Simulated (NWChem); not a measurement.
Species: oxygen (O₂, triplet); SMILES O=O

Computed with NWChem. Spin-unrestricted. Structure relaxed at the PBE0/def2-SVP, spin-unrestricted level. No stability test was run on the SCF state. Level: M06-2X/def2-SVP with SMD (1 M gas to 1 M solution), gas-phase geometry. Reactions with the solvent are ignored.

### Question
Predict the results for solvent water. Quantities: solvation free energy (kcal/mol); cavity-dispersion-structure term (kcal/mol).

### Answer
| Quantity | Result |
|---|---|
| solvation free energy (kcal/mol) | -0.5 |
| cavity-dispersion-structure term (kcal/mol) | 0.0 |
